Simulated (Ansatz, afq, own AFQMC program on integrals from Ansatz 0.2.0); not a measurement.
AFQMC on a folder of integrals that Ansatz 0.2.0 wrote.

```yaml
crystal:
  periodic: [false, false, false]
  atoms:
    - {symbol: B, position_ang: [0.000000, 0.000000, 0.859982]}
    - {symbol: N, position_ang: [0.000000, 0.000000, -0.511503]}
    - {symbol: H, position_ang: [0.000000, 0.850874, -1.057997]}
    - {symbol: H, position_ang: [0.000000, -0.850874, -1.057997]}
basis:
  gaussian: {orbitals: cc-pVDZ}
magnetization: {spin_polarized: true, initial_magnetization: 0}
correlation: {method: ccsd_t, electrons: outside_noble_gas, hamiltonian_folder: ham}
```

```sh
$ ansatz run in.yaml --threads 1 --pin off --events-out ev --progress --plain --max-ram 1382MiB
```

Options of the walk:

```
--method free --trial cisd --walkers 70 --time-step 0.03 --max-blocks 80 --target-error 0.00038 --factor-cut 1e-05 --seed 2133 --times 0,0.21,0.42,0.81,1.2,1.8,2.4,3 --taylor-order 8
```

Times are imaginary, in 1/Eh. The walk had a cap of 536 s.

Output of the walk:

```
orbitals 36  electrons 5 5  factors 282 of 355
reference energy -80.24964957 Eh
CCSD correlation -0.25913578 Eh in 10 cycles, weight of the determinant in the CISD state 0.8825
repeat  energy at the last time / Eh  error
    10  -80.517417  0.001181
    20  -80.518027  0.001117
    30  -80.518623  0.000972
    40  -80.518623  0.000785
    50  -80.518146  0.000772
    60  -80.517786  0.000684
    70  -80.517783  0.000626
    80  -80.517527  0.000602
time / (1/Eh)  energy / Eh  error  mean overlap
  0.00  -80.508889  0.000231  1.1341
  0.21  -80.513395  0.000252  1.1345
  0.42  -80.515094  0.000258  1.1344
  0.81  -80.516088  0.000265  1.1375
  1.20  -80.516567  0.000291  1.1481
  1.80  -80.517093  0.000363  1.1443
  2.40  -80.518181  0.000501  1.1239
  3.00  -80.517527  0.000602  1.1079
energy -80.517527 +/- 0.000602 Eh
```

The run passed its tests (error under three times the target), which doesn't prove that it has relaxed.

Against this walk (error 16.4 meV) on the same determinant: CCSD(T) 37.3 meV higher, CCSDT(Q) 2.6 meV higher (within the noise). The error is statistical, and a free projection of finite length keeps a remainder of its start. The last points scatter (meV from the last: 39 ± 7 at 0.81, 26 ± 8 at 1.20, 12 ± 10 at 1.80, -18 ± 14 at 2.40, 0 ± 16 at 3.00); the last is the one printed as the energy, and the gaps above move with that scatter.

Cautions: remainder of the start not in the error; error above the target (16.4 against 10.3 meV); an unrestricted solution with more broken spin lies lower (52 meV, ⟨S²⟩ 0.27), while this determinant keeps restricted orbitals.

The walk took 3.5 min on 1 thread of Arm Neoverse V2 (shared host). The log's last line is the free-projection energy.

CCSDT and higher add their correlation energy to the determinant of the CCSD(T) run, since their own runs factorise the integrals more tightly (a shift of under 2 meV). A walk keeps the symmetry of its determinant, which the program's search chose and which needn't be the lowest solution, so a lower state of the same spin and another symmetry isn't excluded.
